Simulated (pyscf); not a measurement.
PySCF, gas phase, ωB97X-D3(BJ)/def2-SVP geometries.

Problem. Estimate by transition-state theory the rate constant of H₂N–Si(Cl)(Cl)–Cl + ammonia (NH₃) → H₂N–Si(NH₂)(Cl)–Cl + hydrogen chloride (HCl) (singlet surface; Cl–Si, H–N broken, N–Si, Cl–H formed) at 298 K, with ωB97M-D3(BJ)/def2-TZVP energies (ideal gas, 1 atm, RRHO with modes under 100 cm⁻¹ raised to 100, one conformer, R ln 2 for rigid chiral ones; no tunnelling).

Solution. The electronic barrier is 18.7 kcal/mol and the thermal terms add +11.4, so ΔG‡ = 30.1 kcal/mol. With k_BT/h = 6.21e+12 s⁻¹ and RT = 0.592 kcal/mol, and a volume of 4.06e-20 cm³ per molecule at 1 atm, k = 2.3e-29 cm³ molecule⁻¹ s⁻¹. Wigner's tunnelling factor for 220i cm⁻¹ would be 1.05. A shift of 1 kcal/mol in the barrier changes k by a factor 5.4. On the reactant side the descent ends in an adduct with a N–Si contact (not fully relaxed), 8.9 kcal/mol over the separated species and 10.2 kcal/mol under the saddle at ωB97X-D3(BJ)/def2-TZVP. What is counted as formed (N–Si) is already present as a longer contact in the reactant adduct; forming that adduct is a step of its own. One saddle was located; it need not be the lowest between these sides.
